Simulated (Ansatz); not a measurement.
**Palladium, fcc: convergence with Fermi-Dirac smearing**

Computed with Ansatz, r²SCAN, scalar-relativistic PAW, on the relaxed cell (a = 3.912 Å; spin not included). Errors count from a run at 500 eV on a Γ-centred 23×23×23 mesh with Fermi-Dirac smearing of 0.1 eV, extrapolated to zero width. Fixed here: cutoff 500 eV, mesh 14×14×14. The SCF starts from atomic densities corrected by a trained network.

| width (eV) | E(σ→0) error (meV/atom) | F error (meV/atom) | P (GPa) | SCF iterations |
| --- | --- | --- | --- | --- |
| 0.01 | 13.2 | 12.8 | -0.28 | 8 |
| 0.03 | 13.2 | 9.0 | -0.27 | 8 |
| 0.1 | 7.5 | -25.8 | 0.02 | 8 |
| 0.2 | -13.4 | -107.2 | 0.60 | 8 |
| 0.3 | -39.3 | -211.8 | 1.35 | 8 |
| 0.6 | -119.3 | -649.8 | 5.00 | 8 |
| 1.0 | -239.7 | -1516.4 | 12.68 | 7 |
